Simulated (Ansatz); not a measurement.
C4H8O can be A, `CCCC=O`, or B, `CC1(C)CO1`.

Gas-phase electronic energies from Ansatz, PBE0-D4/def2-TZVP geometries. CCSD(T)/CBS adds triple-zeta CCSD(T) − MP2 to the extrapolated MP2 energy (def2 sets, frozen cores). DFT in def2-TZVPP. B3LYP here is the variant with VWN-RPA as its local correlation; programs differ in this. One conformer a species, not always the lowest.

(1) Which isomer does CCSD(T)/CBS put lower? Give the gap. (Estimate.)

(2) Give E(B) − E(A) in kcal/mol with PBE-D4, CCSD(T)/def2-TZVPP, PBE0-D4, MP2/def2-TZVPP, CCSD/def2-TZVPP, ωB97M-V, B3LYP. (An estimate is asked.)

Largest T1 diagnostic: 0.012.

Results:

(1) Ansatz gave: A, by 17.1 kcal/mol.

(2) Ansatz gave: PBE-D4 15.7, CCSD(T)/def2-TZVPP 17.5, PBE0-D4 15.2, MP2/def2-TZVPP 15.9, CCSD/def2-TZVPP 17.9, ωB97M-V 16.7, B3LYP 19.5. None reverses the order clearly.

In def2-TZVPP, CCSD(T) changes the Hartree–Fock value by −5.1 kcal/mol (the triples alone add −0.4 kcal/mol) and MP2 by −6.6 kcal/mol.
